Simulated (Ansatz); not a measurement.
We consider hcp Os, described by PBE-D4 (Ansatz, a program for electronic structure, plane waves, PAW).

Numerical settings: plane-wave cutoff 500 eV, 30×30×18 k mesh (along the axes of the cell as run), Fermi–Dirac smearing 0.1 eV, no spin polarisation, scalar-relativistic PAW data made under PBE.

Computed at the level's own relaxed cell.

Q: Predict the equilibrium volume per atom, equilibrium lattice constant a and c axis length.

A: 
- equilibrium volume per atom = 14.03 Å³/atom
- equilibrium lattice constant a = 2.737 Å
- c axis length = 4.323 Å

Measured, for comparison: lattice constant a 2.734 Å (293 K, not corrected to a static lattice, our sources range from 2.734 to 2.740; as tabulated in Wikipedia's data pages); lattice parameter c 4.320 Å (293 K, not corrected to a static lattice; as tabulated in Wikipedia's data pages). Computed (rounded) less measured: lattice constant a +0.1 % (inside the range of the sources held), lattice parameter c +0.1 %.

Spin–orbit coupling is not included.

The computed numbers hold no vibrational or temperature effects.

It cost roughly 2.5 core-minutes of CPU time.
